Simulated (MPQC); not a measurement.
# SiH4 (silane) at HF/STO-3G

We compute energy and gradient of SiH4 (silane). 

The results are computed with MPQC 2.3.1.

### Step 1. The system as given

The species is SiH4 (5 atoms), meant as a singlet with charge 0. As SMILES, `[SiH4]`. Geometry: relaxed at PBE0-D4/def2-TZVP.

Bond lengths: Si1–H2 1.485 Å, Si1–H3 1.485 Å, Si1–H4 1.485 Å, Si1–H5 1.485 Å. Angles: H2–Si1–H3 109.5°, H2–Si1–H4 109.5°, H2–Si1–H5 109.5°, H3–Si1–H4 109.5°, H3–Si1–H5 109.5°, H4–Si1–H5 109.5°.

### Step 2. Energy and forces at HF/STO-3G

Contents of input.in:

```
molecule<Molecule>: (
    symmetry = c1
    unit = bohr
    { atoms geometry } = {
        Si [ 0.00000000     0.00000000    -0.00018897 ]
        H  [ 1.82849900    -1.30088746     1.68355700 ]
        H  [ -2.51522547     0.08484870     1.23966034 ]
        H  [ -0.19861022    -1.39896425    -2.42376273 ]
        H  [ 0.88533669     2.61500301    -0.49926564 ]
    }
)
basis<GaussianBasisSet>: (
    name = "STO-3G"
    molecule = $:molecule
    basisdir = "."
    puream = yes
)
mpqc: (
    checkpoint = no
    savestate = no
    restart = no
    do_energy = yes
    do_gradient = yes
    optimize = no
    mole<CLHF>: (
        molecule = $:molecule
        basis = $:basis
        total_charge = 0
        memory = 1000000000
        print_evals = yes
        print_npa = yes
        maxiter = 120
        value_accuracy = 1e-08
        guess_wavefunction<CLHF>: (
            molecule = $:molecule
            total_charge = 0
            memory = 1000000000
            value_accuracy = 1e-3
            basis<GaussianBasisSet>: (
                name = "MINI (Huzinaga)"
                molecule = $:molecule
            )
        )
    )
)
```

The basis set STO-3G is read from a file made from the Basis Set Exchange's data (not shown).

The run is started by

```console
$ mpqc input.in > input.out
```

Log:

```text
MPQC: Massively Parallel Quantum Chemistry
                                   Version 2.3.1

  Using IntegralV3 by default for molecular integrals evaluation

      CLSCF::init: total charge = 0

      docc = [ 9 ]
      nbasis = 13

  CLSCF::init: total charge = 0

  docc = [ 9 ]
  nbasis = 13

  Molecular formula H4Si

  MPQC options:
    matrixkit     = <ReplSCMatrixKit>
    restart       = no
    checkpoint    = no
    savestate     = no
    do_energy     = yes
    do_gradient   = yes
    optimize      = no
    write_pdb     = no
    print_mole    = yes
    print_timings = yes

  SCF::compute: energy accuracy = 1.0000000e-08

  nuclear repulsion energy =   21.2705882850

  integral intermediate storage = 46117 bytes
  integral cache = 999952427 bytes
  Projecting guess wavefunction into the present basis set

      SCF::compute: energy accuracy = 1.0000000e-03

      nuclear repulsion energy =   21.2705882850

      integral intermediate storage = 46117 bytes
      integral cache = 999952427 bytes
      Starting from core Hamiltonian guess

      Using symmetric orthogonalization.
      n(basis):            13
      Maximum orthogonalization residual = 2.21686
      Minimum orthogonalization residual = 0.194539
      Beginning iterations.  Basis is MINI (Huzinaga).
      iter     1 energy = -289.4911237336 delta = 5.45255e-01
      iter     2 energy = -289.5713018331 delta = 9.01837e-02
      iter     3 energy = -289.5753006393 delta = 2.01633e-02
      iter     4 energy = -289.5755107388 delta = 5.61698e-03

      HOMO is     9   A =  -0.534694
      LUMO is    10   A =   0.239080

      total scf energy = -289.5755107388

      Projecting the guess density.

        The number of electrons in the guess density = 18
        Using symmetric orthogonalization.
        n(basis):            13
        Maximum orthogonalization residual = 1.93743
        Minimum orthogonalization residual = 0.29367
        The number of electrons in the projected density = 17.6137

  Beginning iterations.  Basis is STO-3G.
  iter     1 energy = -287.8972003712 delta = 5.66042e-01
  iter     2 energy = -287.9089376079 delta = 1.40831e-02
  iter     3 energy = -287.9090594332 delta = 2.51327e-03
  iter     4 energy = -287.9090690005 delta = 4.98091e-04
  iter     5 energy = -287.9090690358 delta = 7.72902e-05
  iter     6 energy = -287.9090690707 delta = 5.36582e-07
  iter     7 energy = -287.9090690707 delta = 3.74891e-08

  A
        1  -67.97119    2.00000
        2   -5.95414    2.00000
        3   -3.97946    2.00000
        4   -3.97946    2.00000
        5   -3.97946    2.00000
        6   -0.68689    2.00000
        7   -0.42037    2.00000
        8   -0.42035    2.00000
        9   -0.42033    2.00000
       10    0.51635    0.00000
       11    0.55059    0.00000
       12    0.55064    0.00000
       13    0.55070    0.00000

  HOMO is     9   A =  -0.420327
  LUMO is    10   A =   0.516349

  total scf energy = -287.9090690707

  SCF::compute: gradient accuracy = 1.0000000e-06

  Total Gradient:
       1  Si  -0.0000035571  -0.0000211259  -0.0000611667
       2   H   0.0215544333  -0.0153383701   0.0198673873
       3   H  -0.0296577004   0.0009959110   0.0146361783
       4   H  -0.0023419529  -0.0164935280  -0.0285633690
       5   H   0.0104487771   0.0308571130  -0.0058790298
Value of the MolecularEnergy: -287.9090690707

  Gradient of the MolecularEnergy:
      1   -0.0000035571
      2   -0.0000211259
      3   -0.0000611667
      4    0.0215544333
      5   -0.0153383701
      6    0.0198673873
      7   -0.0296577004
      8    0.0009959110
      9    0.0146361783
     10   -0.0023419529
     11   -0.0164935280
     12   -0.0285633690
     13    0.0104487771
     14    0.0308571130
     15   -0.0058790298

  Function Parameters:
    value_accuracy    = 1.026494e-09 (1.000000e-08) (computed)
    gradient_accuracy = 1.026494e-07 (1.000000e-06) (computed)
    hessian_accuracy  = 0.000000e+00 (1.000000e-04)

  Molecule:
    Molecular formula: H4Si
    molecule<Molecule>: (
      symmetry = c1
      unit = "bohr"
      {  n atoms                        geometry                     }={
         1    Si [    0.0000000000     0.0000000000    -0.0001889700]
         2     H [    1.8284990000    -1.3008874600     1.6835570000]
         3     H [   -2.5152254700     0.0848487000     1.2396603400]
         4     H [   -0.1986102200    -1.3989642500    -2.4237627300]
         5     H [    0.8853366900     2.6150030100    -0.4992656400]
      }
    )
    Atomic Masses:
       27.97693    1.00783    1.00783    1.00783    1.00783

  Electronic basis:
    GaussianBasisSet:
      nbasis = 13
      nshell = 9
      nprim  = 27
      name = "STO-3G"
  Natural Population Analysis:
     n   atom    charge     ne(S)     ne(P)
      1   Si    0.728516  5.115919  8.155565
      2    H   -0.182144  1.182144
      3    H   -0.182139  1.182139
      4    H   -0.182115  1.182115
      5    H   -0.182117  1.182117

  SCF Parameters:
    maxiter = 120
    density_reset_frequency = 10
    level_shift = 0.000000

  CLSCF Parameters:
    charge = 0.0000000000
    ndocc = 9
    docc = [ 9 ]

                               CPU Wall
mpqc:                         0.04 0.04
  NAO:                        0.00 0.00
  calc:                       0.03 0.03
    compute gradient:         0.01 0.01
      nuc rep:                0.00 0.00
      one electron gradient:  0.00 0.00
      overlap gradient:       0.00 0.00
      two electron gradient:  0.01 0.01
        contribution:         0.01 0.01
        setup:                0.00 0.00
    vector:                   0.02 0.02
      density:                0.00 0.00
      evals:                  0.00 0.00
      extrap:                 0.00 0.00
      fock:                   0.01 0.01
        accum:                0.00 0.00
        ao_gmat:              0.01 0.01
        init pmax:            0.00 0.00
        local data:           0.00 0.00
        setup:                0.00 0.00
        sum:                  0.00 0.00
        symm:                 0.00 0.00
      vector:                 0.01 0.01
        density:              0.00 0.00
        evals:                0.00 0.00
        extrap:               0.00 0.00
        fock:                 0.01 0.01
          accum:              0.00 0.00
          ao_gmat:            0.01 0.01
          init pmax:          0.00 0.00
          local data:         0.00 0.00
          setup:              0.00 0.00
          sum:                0.00 0.00
          symm:               0.00 0.00
  input:                      0.01 0.01
```

Run time: 0.1 s. Hardware: 1 thread of Arm Neoverse V2, shared host.

### Step 3. Summary of results

At HF/STO-3G:

| quantity | value |
| --- | --- |
| total energy | -287.90907 Eh |
| HOMO energy | -11.44 eV |
| LUMO energy | 14.05 eV |
| HOMO–LUMO gap | 25.49 eV |
| largest force on an atom | 1.702 eV/Å |

**Reading.** The largest force is 1.70 eV/Å: the shape isn't a stationary point for this species at this level.
